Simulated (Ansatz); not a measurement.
A made-up structure of CH4AlO (charge -1), singlet:

C1  (-0.558, 0.454, -0.132)
Al2  (0.630, -0.589, 0.247)
O3  (0.471, -1.495, 1.569)
H4  (-0.067, 1.494, -0.129)
H5  (-1.391, 0.351, 0.654)
H6  (-0.901, 0.159, -1.189)
H7  (1.815, -0.373, -1.020)
(Å)

It is relaxed with PBE-D4/def2-SVPD and then PBE0-D4/def2-TZVPD (Ansatz 0.2.0). Atoms count as bonded within 1.22 times the sum of their covalent radii (H–H: 0.88 Å). The end point is not checked to be a true minimum.

Problem. Does its bonding change? (A judgement: the text doesn't fix the answer.)

Solution. Computed: No: no bond forms or breaks.

Where it ends: The first stage lowers the energy by 2.04 eV in 8 steps. It ends as CH₄AlO ([CH3][AlH][O]), total charge -1:
```
7
angstrom
C -0.6766 0.5647 -0.1832
Al 0.7805 -0.7243 0.3052
O 0.8071 -1.7484 1.5849
H -0.2917 1.5923 -0.2352
H -1.5078 0.5495 0.5296
H -1.0808 0.3390 -1.1796
H 1.9693 -0.5729 -0.8218
```

Labels in which every atom is bracketed show which atoms are joined, not bond orders.

For scale, one of the runs: PBE0-D4/def2-TZVPD relaxation, 156 basis functions, launched by `ansatz run in.yaml --threads 2 --pin off --events-out ev --progress --plain --max-ram 4352MiB`. The run took about 13 s on 2 CPU threads of an Arm Neoverse V2 (shared host).
